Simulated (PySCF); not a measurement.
# Where the electron goes

Compound: ethanesulfonyl chloride, C2H5ClO2S.
Z-matrix (Å and degrees, GFN2-xTB geometry), rows numbered from 1:
```
C 
C   1  1.5042
S   2  1.8043  1  107.06
O   3  1.4259  2  110.69  1   -48.16
O   3  1.4267  2  110.85  1   177.80
Cl  3  2.0389  2  101.36  1    64.95
H   1  1.0882  2  111.17  3   172.72
H   1  1.0874  2  109.21  3    52.61
H   1  1.0874  2  110.44  3   -66.66
H   2  1.0865  1  113.27  3  -114.79
H   2  1.0847  1  114.32  3   117.27
```

Method: TDDFT B3LYP/def2-SVPD, vertical, gas phase, core orbitals frozen in the response (PySCF).

Kohn–Sham orbitals with the atoms that hold most of them (Löwdin shares over 4%, at most four atoms; ? is withheld):

```csv
orbital,ε (eV),atoms
HOMO-3,-9.71,"Cl6 64%, O4 12%, S3 8%, C2 8%"
HOMO-2,-9.57,"O4 44%, Cl6 23%, O5 20%, S3 7%"
HOMO-1,-9.25,?
HOMO,-8.86,?
LUMO,?,"Cl6 43%, S3 27%, O4 10%, O5 9%"
LUMO+1,-0.04,"S3 23%, C1 13%, C2 13%, H11 12%"
LUMO+2,0.58,"S3 30%, Cl6 19%, H10 14%, H7 9%"
```

(1) Give the leading atoms of the HOMO.

(2) Give the leading atoms of the HOMO-1.

(3) What is the LUMO energy, and the HOMO–LUMO gap?

Answers

(1) Cl6 (bonded to S) 42%; O5 (bonded to S) 28%; O4 (bonded to S) 27%. By element: oxygen 55%, chlorine 42%.

(2) O5 (bonded to S) 40%; Cl6 (bonded to S) 20%; S3 (bonded to C, Cl and 2 O) 10%; C2 (bonded to C, S and 2 H) 10%.

(3) ε(LUMO) = -1.88 eV; the gap is 6.98 eV (0.2566 hartree).

The HOMO–LUMO gap is 6.98 eV. Where does the response calculation put the lowest singlet, and from which orbitals?

S1 is at 5.72 eV (f = 0.0044), 1.26 eV below the gap, made of HOMO→LUMO (97%). 

Give energy, strength and leading configuration of S1, S2, S3 and S7, and follow the Löwdin shares of the leading atoms from the occupied to the empty orbital.

- S1 (5.72 eV, f 0.0044), HOMO→LUMO (97%): Cl6 42% → 43%, O5 28% → 9%, S3 at most 4% → 27%
- S2 (6.30 eV, f 0.026), HOMO-1→LUMO (70%): O5 40% → 9%, Cl6 20% → 43%, S3 10% → 27%
- S3 (6.42 eV, f 0.011), HOMO-2→LUMO (73%): O4 44% → 10%, Cl6 23% → 43%, S3 7% → 27%
- S7 (7.95 eV, f 0.0007), HOMO→LUMO+1 (94%): Cl6 42% → at most 12%, O5 28% → at most 12%, S3 at most 4% → 23%, C1 at most 4% → 13%

The run took 23 s on one thread, Arm Neoverse V1 (aarch64), shared host, and the process peaked at 0.71 GiB of memory.

One conformer stands for the species.
